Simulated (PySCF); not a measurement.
C3H4.

```xyz
7

C      0.0000     0.0000    -1.2360
C      0.0000     0.0000     0.2181
C      0.0000     0.0000     1.4176
H     -0.8833     0.5100    -1.6258
H      0.0000    -1.0199    -1.6258
H      0.8833     0.5100    -1.6258
H      0.0000     0.0000     2.4795
```

Coordinates come from a B3LYP-D3(BJ)/def2-TZVP optimisation.

All values below come from PBE0/pcSseg-2 in PySCF. Non-relativistic, no solvent.

Computed absolute GIAO shielding of each atom: isotropic value and principal components (ppm):
```
atom  σ(iso)    σ11    σ22    σ33   span
----  ------  -----  -----  -----  -----
C1     181.9  173.7  173.7  198.5   24.8
C2      99.6    2.7    2.7  293.4  290.6
C3     111.8   37.3   37.3  260.8  223.5
H4      29.7   24.9   27.8   36.4   11.5
H5      29.7   24.9   27.8   36.4   11.5
H6      29.7   24.9   27.8   36.4   11.5
H7      30.2   25.2   25.2   40.3   15.1
```
